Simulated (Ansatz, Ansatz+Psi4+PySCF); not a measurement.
```json
{"atom": "C", "x (Å)": "-0.0097", "y (Å)": "0.0227", "z (Å)": "-0.7581"}
{"atom": "C", "x (Å)": "0.0072", "y (Å)": "-0.0235", "z (Å)": "0.7665"}
{"atom": "O", "x (Å)": "0.0038", "y (Å)": "1.0573", "z (Å)": "-1.3634"}
{"atom": "O", "x (Å)": "0.0017", "y (Å)": "-1.0642", "z (Å)": "1.3672"}
{"atom": "H", "x (Å)": "0.0028", "y (Å)": "-0.9767", "z (Å)": "-1.2434"}
{"atom": "H", "x (Å)": "-0.0011", "y (Å)": "0.9897", "z (Å)": "1.2497"}
```

Basis set: cc-pVTZ (spherical functions). Left uncorrelated: 4 orbitals. Charge 0, multiplicity 1.

Computed with Ansatz (development build ahead of 0.2.0); each method stands on the lowest determinant of its kind that the runs found. Restricted open shells among the atoms or ions are ROHF, correlated in semicanonical orbitals with singles.

(1) Give the atomization energy at this shape (free ground-state atoms in the same class of orbitals less the molecule, no zero-point energy) of singlet C2H2O2 by RHF-MP2, RHF.

Results:

(1)

| method | atomization energy |
| --- | --- |
| RHF-MP2 | 637.47 kcal/mol |
| RHF | 434.01 kcal/mol |
